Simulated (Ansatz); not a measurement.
## Mg (P6_3/mmc)

Level of theory: DFT PBEsol, scalar-relativistic, plane waves, PAW in Ansatz.

Plane waves to 420 eV, a k mesh through Γ of 18×18×8 on the computed 2-atom cell and Gaussian smearing (0.10 eV); no spin polarisation.

The structure is relaxed at this level of theory with its symmetry kept.

It takes space group P6_3/mmc (No. 194, hexagonal). The conventional cell has a = 3.187 Å, b = 3.187 Å, c = 5.114 Å, α = 90.00°, β = 90.00°, γ = 120.00°. Mg (site symmetry -6m2) has 12 Mg at 3.15 to 3.19 Å as nearest neighbours.

```
Volume per atom                                                   : 22.49 Å³
Formation energy from the elements' standard states (uncorrected) : -0.002 eV/atom
Kohn–Sham band gap                                                : none (metal)
Density of states at the Fermi level                              : 0.79 states/eV per cell
Bulk modulus                                                      : 37 GPa
Its pressure derivative                                           : 4.0
Bader charges (e)                                                 : Mg (2 in the cell) 0.00
```